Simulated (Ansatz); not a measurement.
# AlBH2 (singlet): wave-function methods side by side at angle Al2–B1–H3 = 161.8°, 6-31G

Aim: climb from Hartree-Fock through coupled cluster and multireference methods for AlBH2 (singlet) at one geometry and basis, and see what each rung misses.

The runs use Ansatz 0.2.0, Gaussian basis; 6-31G, core rule «outside noble gas», up to 6 orbitals frozen.

The runs, in order: UHF; CCSD(T) on RHF; CCSD(T) on UHF; BCCD(T) on RHF; CISD; CCSDT(Q) on RHF; CCSDT(Q) on UHF; CCSDTQ on RHF; CASSCF and MRCISD+Q, 2 electrons in 2 orbitals; CASSCF and NEVPT2, 2 electrons in 2 orbitals; CASSCF and MRCISD+Q, 8 electrons in 10 orbitals; CASSCF and MRCISD+Q(relaxed), 8 electrons in 10 orbitals; CASSCF and NEVPT2, 8 electrons in 10 orbitals; Full CI.

6 further runs of the same task are left out: 1 for a mislabelled method, 4 that didn't finish, 1 set aside as unsound or not needed.

## 1. What is computed

The geometry derives from a PBE0/def2-TZVP stationary point (not a proven minimum). One angle is set to the value named; bond lengths are kept.

4 atoms, charge 0, spin multiplicity 1.

Atoms are counted from 1 here; the program's logs count them from 0.

Bond lengths: B1–Al2 2.055 Å, B1–H3 1.197 Å, Al2–H4 1.595 Å. Angles: Al2–B1–H3 161.8°, B1–Al2–H4 128.5°.

As a file:

```xyz
4

B     0.0000    0.0495    1.4405
Al    0.0000    0.0105   -0.6141
H     0.0000    0.4449    2.5705
H     0.0000   -1.2569   -1.5826
```

## 2. UHF

Input file in.yaml:

```yaml
crystal:
  periodic: [false, false, false]
  atoms:
    - {symbol: B, position_ang: [0.000000, 0.049501, 1.440482]}
    - {symbol: Al, position_ang: [0.000000, 0.010498, -0.614077]}
    - {symbol: H, position_ang: [0.000000, 0.444938, 2.570460]}
    - {symbol: H, position_ang: [0.000000, -1.256892, -1.582608]}
basis:
  gaussian: {orbitals: 6-31G}
magnetization: {spin_polarized: true, initial_magnetization: 0}
hamiltonian: {xc: hf}
output: {orbitals: {seedname: orbitals}}
```

Command:

```
$ ansatz run in.yaml --threads 1 --pin off --events-out ev --progress --plain --max-ram 2393MiB
```

The runs that follow: CCSD(T) on RHF; CCSD(T) on UHF; BCCD(T) on RHF; CISD; CCSDT(Q) on RHF; CCSDT(Q) on UHF; CCSDTQ on RHF; CASSCF and MRCISD+Q, 2 electrons in 2 orbitals; CASSCF and NEVPT2, 2 electrons in 2 orbitals; CASSCF and MRCISD+Q, 8 electrons in 10 orbitals; CASSCF and MRCISD+Q(relaxed), 8 electrons in 10 orbitals; CASSCF and NEVPT2, 8 electrons in 10 orbitals; Full CI.

Q: Predict the results of all the runs planned. Wanted: FCI below the RHF energy; RMP2 from FCI; RCCSD from FCI; RCCSD(T) from FCI; RCCSDT(Q) from FCI; NEVPT2 pair from FCI; MRCISD+Q pair from FCI; NEVPT2 valence from FCI; T1 diagnostic.

**Answer**, as computed:

| quantity | value |
| --- | --- |
| FCI below the RHF energy | -3.4056 eV |
| RMP2 from FCI | +1070.4 meV |
| RCCSD from FCI | +159.4 meV |
| RCCSD(T) from FCI | +40.3 meV |
| RCCSDT(Q) from FCI | +2.3 meV |
| NEVPT2 pair from FCI | +734.0 meV |
| MRCISD+Q pair from FCI | +30.1 meV |
| NEVPT2 valence from FCI | +207.7 meV |
| levels within 1 kcal/mol (43 meV) | RCCSD(T), RCCSDT, RCCSDT(Q), RCCSDTQ, MRCISD+Q pair, MRCISD valence, MRCISD+Q valence, MRCISD+Q(relaxed) valence |
| T1 diagnostic | 0.030 |
| effectively unpaired electrons | 0.37 |

RCCSD(T) misses by +40.3 meV, 1.2 % of the correlation energy. The occupations show some static correlation. Of the multireference levels listed MRCISD+Q(relaxed) valence comes nearest in total energy (-1.8 meV), which doesn't show that its space is the better one. These misses are within one basis, not against nature.
